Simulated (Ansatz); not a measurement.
**C₂H radical: one species, many methods**

The task here is to estimate one member of a computed series from the others.

The runs use Ansatz 0.2.0, Gaussian basis; functionals in def2-TZVPP, the program's frozen cores in correlated methods.

Plan: LDA (SPW92), PBE-D4, revPBE-D4, BLYP-D4, r2SCAN-D4, B97M-V, PBE0-D4, B3LYP-D4, r2SCANh-D4, r2SCAN0-D4, HSE06-D4, BHLYP-D4, CAM-B3LYP-D4, LC-ωPBE, ωB97X-V, ωB97M-V, B2PLYP, PBE-QIDH; CCSD(T)/def2-SVP; CCSD(T)/def2-TZVPP; CCSD(T)/def2-QZVPP; extrapolation to the limit; RPA on PBE.

## The geometry

The geometry comes from an earlier relaxation with PBE0-D4 in a triple-zeta def2 set; it is a stationary point.

SMILES `[C]#C`, 3 atoms, charge 0, spin multiplicity 2.

Atoms are counted from 1 here; the program's logs count them from 0.

Bond lengths: C1–C2 1.200 Å, C2–H3 1.066 Å. Angles: C1–C2–H3 179.9°.

Coordinates:

```xyz
3
charge 0, multiplicity 2
C     0.6153    0.8758    0.4353
C    -0.0239   -0.0340   -0.0164
H    -0.5914   -0.8418   -0.4188
```

Set-up of the first run:

The input, in.yaml:

```yaml
crystal:
  periodic: [false, false, false]
  atoms:
    - {symbol: C, position_ang: [0.615317, 0.875826, 0.435254]}
    - {symbol: C, position_ang: [-0.023943, -0.034020, -0.016449]}
    - {symbol: H, position_ang: [-0.591375, -0.841806, -0.418815]}
basis:
  gaussian: {orbitals: def2-TZVPP}
magnetization: {spin_polarized: true, initial_magnetization: 1}
hamiltonian: {xc: lda}
output: {orbitals: {seedname: orbitals}}
```

Among the steps run: LDA; PBE-D4 (GGA); revPBE-D4 (GGA); BLYP-D4 (GGA); r2SCAN-D4 (meta-GGA); B97M-V (meta-GGA); PBE0-D4 (hybrid); B3LYP-D4 (hybrid); r2SCANh-D4 (hybrid); r2SCAN0-D4 (hybrid); HSE06-D4 (hybrid); BHLYP-D4 (hybrid); CAM-B3LYP-D4 (range-separated); LC-ωPBE-D4 (range-separated; the results give it without D4); ωB97X-V (range-separated); ωB97M-V (range-separated); B2PLYP (double hybrid); PBE-QIDH (double hybrid).

One of the session's tables, all rows but one given; the rest of the session is left out.

It belongs to the step «Orbital energies across the functionals». 

```
  functional  HOMO (eV)  LUMO (eV)  gap (eV)
 LDA (SPW92)      -7.49      -6.79      0.70
      PBE-D4      -7.34      -6.24      1.10
   revPBE-D4      -7.28      -6.05      1.24
     BLYP-D4      -7.21      -6.36      0.85
   r2SCAN-D4      -7.54      -5.35      2.19
      B97M-V      -7.51      -6.29      1.22
     PBE0-D4      -8.60      -4.80      3.81
    B3LYP-D4      -8.37      -5.42      2.95
  r2SCANh-D4      -8.02      -4.89      3.13
  r2SCAN0-D4      -8.75      -4.21      4.53
    HSE06-D4      -8.19      -5.19      3.00
    BHLYP-D4      -9.72      -3.71      6.01
CAM-B3LYP-D4     -10.04      -3.89      6.15
     LC-ωPBE     -11.54      -2.02      9.52
     ωB97X-V          ?          ?         ?
     ωB97M-V     -10.91      -2.96      7.95
```

Q: Estimate the row for ωB97X-V from the others.

The run gave: HOMO (eV): -11.08; LUMO (eV): -2.94; gap (eV): 8.14. In the column «HOMO (eV)» it lies between LC-ωPBE (-11.54) and ωB97M-V (-10.91).
